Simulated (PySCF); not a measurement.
**SiH3NO**

The system: SiH3NO, a silylene (divalent Si1, bonded to 1 N + 1 O); neutral, singlet. The structure, one conformer, was relaxed in the gas phase by PBE0-D3(BJ)/def2-SVP. No frequency run checks that it is a minimum.

SMILES: N[Si]O

Coordinates in Å:
```
Si1     0.363    1.117    0.332
O2      1.709    0.194   -0.042
N3     -0.921   -0.014    0.086
H4      1.617   -0.729   -0.306
H5     -1.885    0.264    0.239
H6     -0.861   -0.985   -0.211
```

Shieldings: GIAO PBE0/pcSseg-2. Shifts are against computed references at the same level: H TMS (σ 31.24 ppm), Si TMS (σ 341.3 ppm). Core levels by delta-SCF with SCAN, pcX-2 on the ionised atom and pcseg-1 elsewhere, spin-free X2C (2p3/2 is the spin-free 2p value less a third of a first-order spin-orbit splitting); from the vacuum level, for chosen atoms.

(1) Give the shieldings and core levels atom by atom.

(2) By CAM-B3LYP/def2-SVPD (TDDFT singlets, Tamm-Dancoff triplets, ionisation by delta-SCF), where does absorption start, and what does vertical ionisation take?

Answers

(1) 
```csv
atoms,bonded to,σ (ppm),δ (ppm),core level (eV)
Si1,1 N + 1 O,244.3,97.0,2p3/2 107.33
O2,1 Si + 1 H,183.0,-,1s 538.42
N3,1 Si + 2 H,143.3,-,1s 404.98
H4,1 O,27.76,3.48,-
H5,1 N,27.86,3.39,-
H6,1 N,28.04,3.21,-
```

Values are those of this one static structure; atoms that internal rotation interchanges would show their mean in an NMR spectrum.

(2) The lowest singlet lies at 5.39 eV (f 0.124), the strongest of the first 6 at 6.97 eV (f 0.336), the lowest triplet at 3.27 eV; vertical ionisation takes 9.39 eV.
